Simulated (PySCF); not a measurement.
BF₂ + BCl₂ → 2 BFCl

Level: PBE0 in the def2-TZVP basis family, all electrons, no relativity, computed in PySCF with density fitting; open shells unrestricted.

| species | state and structure | E (Eh) | ZPE (kJ/mol) | H(298 K) − H(0) (kJ/mol) | S° (J/(mol K)) |
| --- | --- | --- | --- | --- | --- |
| BF₂ | doublet, C2v, B–F 1.306 Å (×2); F–B–F 121.1° | -224.44583 | 18.7 | 10.5 | 246.6 |
| BCl₂ | doublet, C2v, B–Cl 1.720 Å (×2); Cl–B–Cl 125.5° | -944.95072 | 11.9 | 11.5 | 270.1 |
| BFCl | doublet, Cs, B–Cl 1.737 Å, B–F 1.300 Å; Cl–B–F 122.7° | -584.69714 | 15.2 | 11.0 | 264.3 |

Question: What is the electronic reaction energy?

Answer: At PBE0/def2-TZVP, ΔE = 6.0 kJ/mol from the differences of the total energies times 2625.5, uphill. Ligand scrambling is nearly thermoneutral, as expected when bond energies add up.

Question: Add zero-point, thermal and entropy terms for 298.15 K and 1 bar.

Answer: ΔZPE = -0.2 and Δ[H(298) − H(0)] = 0.0 kJ/mol give ΔH° = 5.8 kJ/mol. ΔS° = 11.9 J/(mol K), so ΔG° = 5.8 − 298.15 × (0.0119) = 2 kJ/mol and log₁₀K = -0.4.

Only the bonding shown was studied: isomers, or loss of a ligand pair, can lie lower.
